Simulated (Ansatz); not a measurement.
input.yaml

```yaml
crystal:
  periodic: [false, false, false]
  atoms:
    - { symbol: B, position_ang: [0.025629, 0.10996, 0.386911] }
    - { symbol: C, position_ang: [0.086434, 0.451934, 1.90992] }
    - { symbol: H, position_ang: [-0.830611, 0.239212, 2.469823] }
    - { symbol: H, position_ang: [0.948552, 0.031457, 2.439208] }
    - { symbol: H, position_ang: [0.218202, 1.550306, 1.945847] }
    - { symbol: H, position_ang: [1.02979, -0.062357, -0.243783] }
    - { symbol: H, position_ang: [-1.015277, 0.110132, -0.206415] }
    - { symbol: P, position_ang: [-0.236945, -3.359683, 0.608766] }
    - { symbol: H, position_ang: [-0.660614, -2.667885, -0.560774] }
    - { symbol: H, position_ang: [1.007274, -2.669446, 0.674235] }
    - { symbol: H, position_ang: [-0.890933, -2.452329, 1.490963] }
basis:
  gaussian: { orbitals: "6-31G*" }
hamiltonian:
  xc: b3lyp
  dispersion: d4
neb:
  order_check: false
  images: 7
  f_tol: 0.05
  max_iterations: 60
  final_atoms:
    - { symbol: B, position_ang: [0.20433237, -0.86442385, -0.45759352] }
    - { symbol: C, position_ang: [-0.2672112, 0.36666019, 2.78062567] }
    - { symbol: H, position_ang: [-0.85556678, 0.90484582, 3.52886339] }
    - { symbol: H, position_ang: [0.7848458, 0.35816937, 3.07964207] }
    - { symbol: H, position_ang: [-0.3657375, 0.86905572, 1.81341287] }
    - { symbol: H, position_ang: [1.2522323, -0.32524554, -0.27775635] }
    - { symbol: H, position_ang: [-0.75385781, -0.22627933, -0.76830359] }
    - { symbol: P, position_ang: [0.00679673, -2.67853338, -0.01995696] }
    - { symbol: H, position_ang: [-0.89476101, -3.17863225, -0.98855913] }
    - { symbol: H, position_ang: [1.20193258, -3.28346952, -0.47468647] }
    - { symbol: H, position_ang: [-0.6315045, -0.66084622, 2.69901302] }
  initial_path:
    images:
      - { positions_ang: [[0.025629, 0.10996, 0.386911], [0.086434, 0.451934, 1.90992], [-0.830611, 0.239212, 2.469823], [0.948552, 0.031457, 2.439208], [0.218202, 1.550306, 1.945847], [1.02979, -0.062357, -0.243783], [-1.015277, 0.110132, -0.206415], [-0.236945, -3.359683, 0.608766], [-0.660614, -2.667885, -0.560774], [1.007274, -2.669446, 0.674235], [-0.890933, -2.452329, 1.490963]] }
      - { positions_ang: [[0.01530244, 0.08165677, 0.28945264], [0.0619449, 0.33991922, 1.91920503], [-0.87418202, 0.09915513, 2.43258415], [0.90364337, -0.14956653, 2.40901763], [0.21459617, 1.42006452, 2.03772432], [1.02569297, -0.04371964, -0.33288147], [-1.02328072, 0.07683698, -0.30372558], [-0.24310901, -3.04059396, 0.63210229], [-0.69987268, -2.71936985, -0.50516148], [1.00636122, -2.65486582, 0.77368823], [-0.70559564, -2.12821582, 1.56269525]] }
      - { positions_ang: [[0.00497588, 0.05335353, 0.19199428], [0.03745581, 0.22790444, 1.92849006], [-0.91775303, -0.04090174, 2.3953453], [0.85873474, -0.33059006, 2.37882726], [0.21099034, 1.28982305, 2.12960164], [1.02159594, -0.02508229, -0.42197994], [-1.03128443, 0.04354195, -0.40103616], [-0.24927303, -2.72150491, 0.65543857], [-0.73913136, -2.77085469, -0.44954895], [1.00544844, -2.64028563, 0.87314145], [-0.52025829, -1.80410264, 1.6344275]] }
      - { positions_ang: [[-0.00535068, 0.0250503, 0.09453593], [0.01296671, 0.11588966, 1.93777509], [-0.96132405, -0.18095861, 2.35810645], [0.81382611, -0.5116136, 2.34863689], [0.20738451, 1.15958157, 2.22147896], [1.0174989, -0.00644493, -0.51107841], [-1.03928815, 0.01024693, -0.49834675], [-0.25543704, -2.40241587, 0.67877486], [-0.77839004, -2.82233954, -0.39393643], [1.00453566, -2.62570545, 0.97259468], [-0.33492093, -1.47998946, 1.70615975]] }
      - { positions_ang: [[-0.01567724, -0.00325294, -0.00292243], [-0.01152239, 0.00387488, 1.94706012], [-1.00489506, -0.32101548, 2.3208676], [0.76891748, -0.69263713, 2.31844652], [0.20377868, 1.02934009, 2.31335628], [1.01340187, 0.01219243, -0.60017688], [-1.04729187, -0.0230481, -0.59565733], [-0.26160105, -2.08332682, 0.70211114], [-0.81764873, -2.87382438, -0.33832391], [1.00362288, -2.61112527, 1.07204791], [-0.14958358, -1.15587628, 1.77789199]] }
      - { positions_ang: [[0.03932517, -0.21854567, -0.1165902], [-0.07544459, 0.0945712, 2.1554515], [-0.96756299, -0.01455016, 2.62286655], [0.77289956, -0.4299355, 2.50874541], [0.06139964, 0.989269, 2.18837043], [1.07310948, -0.07216707, -0.51957175], [-0.97393335, -0.07385591, -0.63881889], [-0.19450161, -2.23212846, 0.52159411], [-0.8369268, -2.95002635, -0.50088271], [1.05320031, -2.77921133, 0.68536431], [-0.27006381, -1.03211877, 2.00817225]] }
      - { positions_ang: [[0.09432757, -0.43383839, -0.23025798], [-0.13936679, 0.18526753, 2.36384289], [-0.93023092, 0.29191517, 2.9248655], [0.77688164, -0.16723388, 2.6990443], [-0.08097941, 0.9491979, 2.06338457], [1.13281709, -0.15652656, -0.43896662], [-0.90057484, -0.12466371, -0.68198046], [-0.12740216, -2.3809301, 0.34107709], [-0.85620487, -3.02622832, -0.66344152], [1.10277773, -2.94729739, 0.29868072], [-0.39054404, -0.90836125, 2.23845251]] }
      - { positions_ang: [[0.14932997, -0.64913112, -0.34392575], [-0.203289, 0.27596386, 2.57223428], [-0.89289885, 0.59838049, 3.22686445], [0.78086372, 0.09546774, 2.88934318], [-0.22335845, 0.90912681, 1.93839872], [1.1925247, -0.24088605, -0.35836149], [-0.82721633, -0.17547152, -0.72514202], [-0.06030271, -2.52973174, 0.16056006], [-0.87548294, -3.10243028, -0.82600032], [1.15235515, -3.11538346, -0.08800288], [-0.51102427, -0.78460373, 2.46873276]] }
      - { positions_ang: [[0.20433237, -0.86442385, -0.45759352], [-0.2672112, 0.36666019, 2.78062567], [-0.85556678, 0.90484582, 3.52886339], [0.7848458, 0.35816937, 3.07964207], [-0.3657375, 0.86905572, 1.81341287], [1.2522323, -0.32524554, -0.27775635], [-0.75385781, -0.22627933, -0.76830359], [0.00679673, -2.67853338, -0.01995696], [-0.89476101, -3.17863225, -0.98855913], [1.20193258, -3.28346952, -0.47468647], [-0.6315045, -0.66084622, 2.69901302]] }
```

Command:

```bash
$ ansatz run input.yaml --threads 1 --pin off --max-ram 2048MiB --backend cpu --events-out ev --progress --plain --runs-dir out
```

Hardware: 1 thread of Arm Neoverse V1, on a shared host.

**Question.** Roughly how long does this run take, and how much memory?

**Answer.** 8.5 min, with a peak of 0.13 GiB, for 29 band iterations.
